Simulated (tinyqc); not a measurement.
The basis set: RHF and MP2 along a ladder of basis sets, for HF, spin multiplicity 1. Computed by the program tinyqc with PySCF. 

Geometry (angstrom):
```
atom       x       y       z
F     0.0000  0.0000  0.0000
H     0.0000  0.0000  0.8240
```

Same geometry throughout; the dipole is taken about the origin.

RHF and frozen-core MP2 in a ladder of bases:
```
basis        functions  E(RHF) (hartree)  E(MP2 corr) (hartree)  HOMO (eV)  LUMO (eV)  dipole (debye)
sto-3g               6         -98.54353               -0.01359    -12.755     19.908           1.382
3-21g               11         -99.44222               -0.11672    -16.518      8.168           2.055
6-31g               11         -99.97021               -0.12259    -17.409      6.371           2.164
6-31g**             19        -100.00107               -0.17739    -17.329      6.662           1.813
cc-pvdz             19        -100.01038               -0.19752    -17.387      5.482           1.764
aug-cc-pvdz         32        -100.02471               -0.21684    -17.979      1.037           1.755
cc-pvtz             44        -100.04992               -0.26722    -17.781      4.247           1.766
```

From cc-pVDZ to cc-pVTZ the RHF energy falls by 39.5 mhartree and the correlation energy by 69.7. If valence correlation converges as X^-3, (27 E(T) - 8 E(D))/19 gives -0.2966 hartree, a rough estimate from such small X that usually falls short; STO-3G holds about 5 % of it. Beyond STO-3G the LUMO moves by 7.1 eV and the HOMO by 1.5 eV; diffuse functions lower the positive LUMO sharply, since an unbound virtual level tracks the most diffuse function.
